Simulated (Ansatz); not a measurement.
# H2N2Si: the cost of one run

Method: CCSD(T) on Hartree-Fock, Gaussian basis cc-pVTZ, in Ansatz 0.2.0.

## (1) The starting structure

Bond lengths: Si1–N2 1.586 Å, Si1–N3 1.586 Å, N2–H4 1.009 Å, N3–H5 1.009 Å. Angles: Si1–N2–H4 125.2°, N2–Si1–N3 159.5°, Si1–N3–H5 125.2°.

As a file:

```xyz
5

Si    0.1734    0.2128   -0.0067
N     0.0033   -0.0355    1.5502
N    -0.0216    0.0309   -1.5699
H     0.7459    0.0144    2.2316
H    -0.0838    0.7831   -2.2395
```

## (2) Relaxing the atoms: H2N2Si

File input.yaml:

```yaml
relax:
  f_tol: 0.001
  max_steps: 200
crystal:
  periodic: [false, false, false]
  atoms:
    - { symbol: Si, position_ang: [0.173414, 0.212844, -0.006717] }
    - { symbol: "N", position_ang: [0.003339, -0.035528, 1.550184] }
    - { symbol: "N", position_ang: [-0.02156, 0.030888, -1.569873] }
    - { symbol: H, position_ang: [0.745854, 0.014415, 2.231558] }
    - { symbol: H, position_ang: [-0.083804, 0.783084, -2.239522] }
basis:
  gaussian: { orbitals: cc-pVTZ }
hamiltonian:
  xc: hf
correlation:
  method: ccsd_t
```

The run is started by

```sh
ansatz run input.yaml --threads 8 --pin off --max-ram 16384MiB --backend cpu --events-out ev --progress --plain --runs-dir out
```

Q: Estimate wall time and peak memory on 8 threads of Intel Xeon Platinum 8488C (Sapphire Rapids), shared host.

About 86 s, with a peak of 1.1 GiB.
